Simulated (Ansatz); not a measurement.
Cost and result for the atomization energy of `C#CCCl` (7 atoms, 6 bonds).

```xyz
7

C     0.382   -1.688   -0.186
C     0.149   -0.514   -0.104
C    -0.121    0.900   -0.020
Cl   -1.157    1.311    1.381
H     0.586   -2.730   -0.255
H     0.803    1.468    0.095
H    -0.642    1.252   -0.910
```

Total charge 0; spin multiplicity 1. All single points use the PBE0-D4/def2-TZVP geometry. Program: Ansatz. All runs use 2 threads of an INTEL XEON PLATINUM 8581C on a shared host. Times are those of one run each, without the atoms' runs, and a repeat can differ threefold. Electronic energies, without spin–orbit coupling; frozen cores. CCSD(T)/CBS adds CCSD(T) − MP2 in def2-TZVPP to the MP2 limit, and its time is that of the two runs behind it. T1 = 0.011. HSE06 is the plane-wave form, built on full-range PBE exchange.

CCSD(T)/CBS is a level of theory with its own doubt, some kJ/mol a heavy atom from the limit and from the frozen cores, so smaller differences don't rank the functionals.

```tsv
level	functions	wall time
revPBE-D4/def2-TZVPP	177	0.95 s
CCSD(T)/def2-SVP	75	0.95 s
PBE-D4/def2-TZVPP (with forces)	177	1.1 s
BHLYP-D4/def2-TZVPP	177	1.1 s
PBE0-D4/def2-TZVPP	177	1.2 s
HSE06-D4/def2-TZVPP	177	1.4 s
r2SCAN-D4/def2-TZVPP (with forces)	177	1.9 s
PBE-QIDH/def2-TZVPP	177	2.1 s
ωB97X-V/def2-TZVPP	177	3 s
B97M-V/def2-TZVPP	177	3.1 s
MP2/def2-QZVPP	331	8.5 s
CCSD(T)/def2-TZVPP	177	17 s
CCSD(T)/CBS(def2)	–	25 s
```

Task: What atomization energy does each give, and how far from CCSD(T)/CBS? (Best estimate.)

Result: Computed: 
| level | atomization (kJ/mol) | difference from CCSD(T)/CBS | per bond |
| --- | --- | --- | --- |
| revPBE-D4/def2-TZVPP | 2858.7 | 25.9 | 4.3 |
| CCSD(T)/def2-SVP | 2700.7 | -132.1 | -22.0 |
| PBE-D4/def2-TZVPP (with forces) | 2939.5 | 106.7 | 17.8 |
| BHLYP-D4/def2-TZVPP | 2730.8 | -102.0 | -17.0 |
| PBE0-D4/def2-TZVPP | 2870.5 | 37.7 | 6.3 |
| HSE06-D4/def2-TZVPP | 2873.2 | 40.4 | 6.7 |
| r2SCAN-D4/def2-TZVPP (with forces) | 2846.9 | 14.1 | 2.3 |
| PBE-QIDH/def2-TZVPP | 2840.3 | 7.5 | 1.2 |
| ωB97X-V/def2-TZVPP | 2829.7 | -3.1 | -0.5 |
| B97M-V/def2-TZVPP | 2842.6 | 9.8 | 1.6 |
| MP2/def2-QZVPP | 2885.8 | 53.0 | 8.8 |
| CCSD(T)/def2-TZVPP | 2757.8 | -75.0 | -12.5 |
| CCSD(T)/CBS(def2) | 2832.8 | 0.0 | 0.0 |

Leaving LDA and LC-ωPBE aside and taking each functional with its dispersion term where it has one, the values spread over 208.7 kJ/mol, from BHLYP-D4 to PBE-D4. LDA lies +359.9 kJ/mol from PBE without D4, its usual overbinding. From r2SCAN to r2SCAN0 (25 % exact exchange), in def2-TZVPP and without D4, the atomization energy moves by −53.1 kJ/mol: exact exchange takes away binding that semilocal exchange gives to molecules. The D4 term adds +19.4 kJ/mol with B3LYP and +10.1 kJ/mol with PBE0; it sums over pairs of atoms, weighted by their polarisabilities, and B3LYP, whose exchange is more repulsive, gets the larger term.

B3LYP here is the variant with VWN-RPA as its local correlation; programs differ in this.
